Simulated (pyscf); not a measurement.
PySCF, gas phase, ωB97X-D3(BJ)/def2-SVP geometries.

### Question
How much does it cost (ΔH, 298 K, ωB97M-D3(BJ)/def2-TZVP) to split F–Sn(Cl)(Cl)–Cl at its F–Sn bond into F• + Cl–Sn•(Cl)–Cl?

### Answer
F–Sn to F• + Cl–Sn•(Cl)–Cl: 105.4 kcal/mol. The 7 functionals that were run give +101.4 (B3LYP-D3(BJ)) to +107.6 kcal/mol (ωB97X-D3(BJ)). Left out: the spin-orbit lowering of F. Elements past Kr carry the def2 core potentials, without spin-orbit coupling.
